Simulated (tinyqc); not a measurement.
G0W0 on RHF in the sto-3g basis, for H2O, spin multiplicity 1, step by step. One step of it, computed by the program tinyqc.

Task: G0W0 on Hartree-Fock: HOMO. W(p,q,m) = sqrt2 sum_ia (pq|ia) (X+Y)_ia,m; Sigma_c(x) = sum_(i,m) W^2/(x - e_i + w_m) + sum_(a,m) W^2/(x - e_a - w_m); solve x = e_p + Sigma_c(x) by Newton steps; Z = 1/(1 - dSigma/dx); 1 hartree = 27.211386 eV.

orbital energies (hartree): MO1 -20.236685, MO2 -1.301930, MO3 -0.649057, MO4 -0.461036, MO5 -0.396736, MO6 0.662359, MO7 0.817727

Two-electron integrals over orbitals (pq|rs), unique and non-zero (hartree):
```
(11|11) 4.743436    (21|11) -0.412741   (21|21) 0.057328    (22|11) 1.002727
(22|21) -0.011997   (22|22) 0.735878    (31|11) -0.011099   (31|21) 0.001194
(31|22) -0.001455   (31|31) 0.011368    (32|11) 0.002326    (32|21) -0.000745
(32|22) -0.007819   (32|31) 0.018355    (32|32) 0.149103    (33|11) 0.819157
(33|21) -0.004379   (33|22) 0.658862    (33|31) 0.000591    (33|32) 0.004203
(33|33) 0.650978    (41|11) 0.188701    (41|21) -0.022397   (41|22) 0.017671
(41|31) -0.000881   (41|32) -0.000063   (41|33) 0.006825    (41|41) 0.028975
(42|11) -0.116546   (42|21) 0.009634    (42|22) 0.016259    (42|31) 0.000057
(42|32) -0.000262   (42|33) 0.007894    (42|41) 0.019065    (42|42) 0.119633
(43|11) -0.011700   (43|21) 0.000548    (43|22) -0.003467   (43|31) -0.003903
(43|32) 0.015192    (43|33) -0.001725   (43|41) 0.000680    (43|42) 0.004748
(43|43) 0.045146    (44|11) 1.021923    (44|21) -0.014589   (44|22) 0.679390
(44|31) -0.000024   (44|32) 0.003000    (44|33) 0.612887    (44|41) -0.012376
(44|42) -0.104641   (44|43) -0.007523   (44|44) 0.812646    (51|51) 0.026083
(52|51) 0.032215    (52|52) 0.142596    (53|51) 0.000865    (53|52) 0.002798
(53|53) 0.030120    (54|51) -0.013933   (54|52) -0.047433   (54|53) -0.001800
(54|54) 0.058563    (55|11) 1.115326    (55|21) -0.011546   (55|22) 0.746865
(55|31) -0.000305   (55|32) 0.001045    (55|33) 0.641441    (55|41) 0.005246
(55|42) -0.062314   (55|43) -0.006515   (55|44) 0.741458    (55|55) 0.880159
(61|11) -0.249059   (61|21) 0.037363    (61|22) -0.000323   (61|31) 0.003154
(61|32) 0.003346    (61|33) 0.000127    (61|41) -0.001729   (61|42) 0.019797
(61|43) -0.000052   (61|44) -0.020197   (61|55) -0.006392   (61|61) 0.033196
(62|11) 0.316814    (62|21) -0.006728   (62|22) 0.143598    (62|31) 0.001757
(62|32) 0.008211    (62|33) 0.079411    (62|41) 0.018515    (62|42) 0.018392
(62|43) -0.006077   (62|44) 0.095679    (62|55) 0.160900    (62|61) 0.005975
(62|62) 0.102666    (63|11) 0.063211    (63|21) -0.001383   (63|22) 0.026476
(63|31) 0.003407    (63|32) -0.038808   (63|33) 0.016236    (63|41) 0.000203
(63|42) -0.011774   (63|43) -0.025177   (63|44) 0.027143    (63|55) 0.033827
(63|61) -0.000356   (63|62) 0.018610    (63|63) 0.071140    (64|11) 0.198225
(64|21) -0.001655   (64|22) 0.085053    (64|31) -0.001656   (64|32) -0.012599
(64|33) 0.040571    (64|41) 0.002825    (64|42) -0.024078   (64|43) -0.002220
(64|44) 0.112923    (64|55) 0.102733    (64|61) 0.000026    (64|62) 0.057401
(64|63) 0.019961    (64|64) 0.059939    (65|51) 0.016477    (65|52) 0.060704
(65|53) 0.005243    (65|54) -0.004474   (65|65) 0.039852    (66|11) 0.812469
(66|21) -0.006855   (66|22) 0.621671    (66|31) 0.002572    (66|32) 0.030757
(66|33) 0.581728    (66|41) 0.021885    (66|42) 0.060256    (66|43) 0.013715
(66|44) 0.552578    (66|55) 0.593837    (66|61) 0.008230    (66|62) 0.095804
(66|63) -0.011188   (66|64) 0.037881    (66|66) 0.611002    (71|11) 0.046404
(71|21) -0.007286   (71|22) -0.000910   (71|31) 0.015522    (71|32) 0.023508
(71|33) 0.001147    (71|41) 0.000795    (71|42) -0.002880   (71|43) -0.005733
(71|44) 0.003347    (71|55) 0.001146    (71|61) -0.002413   (71|62) 0.002162
(71|63) 0.004426    (71|64) -0.002177   (71|66) 0.002983    (71|71) 0.022770
(72|11) -0.063242   (72|21) 0.001182    (72|22) -0.027810   (72|31) 0.013367
(72|32) 0.033125    (72|33) -0.012742   (72|41) -0.002800   (72|42) 0.000805
(72|43) -0.034175   (72|44) -0.021534   (72|55) -0.031349   (72|61) 0.002257
(72|62) -0.009305   (72|63) 0.033504    (72|64) -0.012939   (72|66) -0.020323
(72|71) 0.017398    (72|72) 0.061316    (73|11) 0.353627    (73|21) -0.007729
(73|22) 0.125339    (73|31) -0.000234   (73|32) 0.009726    (73|33) 0.090443
(73|41) -0.001226   (73|42) -0.073623   (73|43) -0.001906   (73|44) 0.163243
(73|55) 0.181277    (73|61) -0.007416   (73|62) 0.075446    (73|63) 0.015226
(73|64) 0.066588    (73|66) 0.039077    (73|71) 0.001148    (73|72) -0.020566
(73|73) 0.146969    (74|11) -0.022875   (74|21) 0.000293    (74|22) -0.006264
(74|31) -0.010092   (74|32) -0.076748   (74|33) -0.008204   (74|41) -0.000788
(74|42) 0.000244    (74|43) 0.008795    (74|44) -0.013145   (74|55) -0.011096
(74|61) -0.002562   (74|62) -0.011597   (74|63) 0.037158    (74|64) 0.004388
(74|66) -0.023238   (74|71) -0.013577   (74|72) -0.014121   (74|73) -0.014801
(74|74) 0.067144    (75|51) -0.003056   (75|52) -0.011409   (75|53) 0.022923
(75|54) 0.001705    (75|65) -0.002894   (75|75) 0.024440    (76|11) 0.006818
(76|21) -0.000540   (76|22) -0.004827   (76|31) 0.009386    (76|32) 0.096863
(76|33) 0.009291    (76|41) -0.002950   (76|42) -0.010755   (76|43) 0.038555
(76|44) 0.011660    (76|55) 0.003933    (76|61) -0.000193   (76|62) -0.004697
(76|63) -0.057420   (76|64) -0.011393   (76|66) 0.029728    (76|71) 0.012446
(76|72) -0.011756   (76|73) 0.017693    (76|74) -0.052255   (76|76) 0.105941
(77|11) 0.880472    (77|21) -0.009541   (77|22) 0.633302    (77|31) -0.003740
(77|32) -0.034649   (77|33) 0.620836    (77|41) 0.004810    (77|42) -0.009192
(77|43) -0.014372   (77|44) 0.616852    (77|55) 0.630615    (77|61) -0.006034
(77|62) 0.071088    (77|63) 0.036112    (77|64) 0.041072    (77|66) 0.562589
(77|71) -0.003520   (77|72) -0.010804   (77|73) 0.085584    (77|74) 0.014647
(77|76) -0.027186   (77|77) 0.638002
```

excitation energies w (hartree): 1.135757  1.195947  1.262622  1.343743  1.495850  1.704607  2.195602  2.256990  20.965162  21.100090

X + Y:
```
            1          2          3          4          5          6          7          8
1>6  0.000000  -0.000222   0.000000   0.000390   0.000307   0.001568  -0.000859  -0.000136
1>7  0.000000   0.000389   0.000000   0.002138   0.001095  -0.000334  -0.001924  -0.002753
2>6  0.000000  -0.090292   0.000000   0.039503  -0.025697  -0.329596   0.808154  -0.383709
2>7  0.000000   0.024433   0.000000   0.087734  -0.050385   0.055097   0.436474   0.863105
3>6  0.000000  -0.107588   0.000000  -0.605308   0.725302   0.064890   0.063426   0.031977
3>7  0.000000  -0.201833   0.000000   0.099143  -0.052881   0.865763   0.189431  -0.139949
4>6  0.000000   0.944520   0.000000  -0.016566   0.080505   0.128003   0.074456  -0.052850
4>7  0.000000  -0.035743   0.000000   0.761464   0.574572  -0.037503  -0.028127  -0.007671
5>6  0.964760   0.000000  -0.039553   0.000000   0.000000   0.000000   0.000000   0.000000
5>7  0.044658   0.000000   0.979829   0.000000   0.000000   0.000000   0.000000   0.000000

             9         10
1>6   0.997786  -0.035507
1>7   0.035753   0.998280
2>6   0.000109   0.000035
2>7   0.000056   0.000333
3>6  -0.000002   0.000053
3>7  -0.000099   0.000019
4>6  -0.000001  -0.000022
4>7  -0.000036  -0.000155
5>6   0.000000   0.000000
5>7   0.000000   0.000000
```

Give: The 12 largest terms at x = e_p; Newton steps; quasiparticle energy of the HOMO; Hartree-Fock value.

Result:

The 12 largest terms at x = e_p (hartree; W for the signs of X + Y given):
```
q  m        W       term
5  7   0.2274     0.0236
5  6   0.1668     0.0163
5  8  -0.1675     0.0124
2  1   0.0821     0.0033
5  2   0.0593     0.0029
6  1   0.0542    -0.0013
3  3   0.0315     0.0007
7  3   0.0340  -4.67e-04
5  5   0.0202   2.73e-04
2  3  -0.0192   1.70e-04
5  4  -0.0128   1.22e-04
3  1   0.0086   5.33e-05
```

Newton steps (hartree):
```
step        x  Sigma_c(x)       Z
0     -0.3967      0.0581  0.9694
1     -0.3405      0.0563  0.9710
2     -0.3404      0.0563  0.9710
```

quasiparticle energy of the HOMO = -9.2631 eV

Hartree-Fock value = -10.7957 eV
